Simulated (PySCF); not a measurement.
## C7H5N: core ionisation energies

Species: C7H5N.
Structure used (PBE0-D3(BJ)/def2-SVP), in Å, numbered top down from 1:
```
atom  x, y, z in Å
N1     3.5755    0.6780   -0.0188
C2     2.4337    0.4771   -0.0318
C3     1.0230    0.2278   -0.0484
C4     0.1222    1.3000    0.0392
C5    -1.2462    1.0523    0.0228
C6    -1.7209   -0.2553   -0.0800
C7    -0.8260   -1.3217   -0.1672
C8     0.5447   -1.0872   -0.1519
H9     0.5041    2.3192    0.1199
H10   -1.9476    1.8866    0.0913
H11   -2.7967   -0.4448   -0.0924
H12   -1.1986   -2.3451   -0.2482
H13    1.2535   -1.9144   -0.2198
```

Computed with delta-SCF UKS SCAN, pcX-2 on the ionised atom, pcseg-1 elsewhere, spin-free X2C in PySCF 2.14.0. Binding energies are ΔSCF values: E(core-ionised, relaxed orbitals) − E(ground state) at a fixed geometry, referred to the vacuum level.

Problem. What binding energy does each computed site have?

Solution. 
| atom(s) | environment | level | binding energy (eV) | above the level's lowest (eV) | count |
| --- | --- | --- | --- | --- | --- |
| C6 | aromatic CH carbon | C 1s | 290.90 | 0.00 | 1 |
| C5/C7 | aromatic CH carbon | C 1s | 290.96 | +0.06 | 2 |
| C4/C8 | aromatic CH carbon | C 1s | 291.01 | +0.11 | 2 |
| C3 | substituted aromatic carbon | C 1s | 291.80 | +0.90 | 1 |
| C2 | nitrile carbon | C 1s | 292.05 | +1.15 | 1 |
| N1 | nitrile nitrogen | N 1s | 404.68 | 0.00 | 1 |

Lowest listed C 1s: C6, bonded to 2 C (aromatic in the SMILES) and H. Highest, 1.15 eV above it: C2, bonded to N (triple bond) and C. The widest gap between neighbouring values is 0.79 eV, between 291.01 and 291.80 eV. The values 290.96 and 291.01 eV lie too close for their order to be trusted.

Problem. What is the C 1s shift of C2 against C5/C7?

Solution. 292.05 − 290.96 = +1.09 eV, or +105 kJ/mol.

Problem. Give the binding energy of C 1s of C3 in hartree and in kJ/mol.

Solution. 291.80 eV = 10.7235 Eh = 28154 kJ/mol.

The first atom of each set that the bonding makes equivalent was ionised and stands for the set. Spin contamination (⟨S²⟩ against 0.75 for a pure doublet) is marked for C 1s of C2 (0.87), which makes this value less certain. Geometry: PBE0-D3(BJ)/def2-SVP; no solvent, vibrations or thermal averaging.
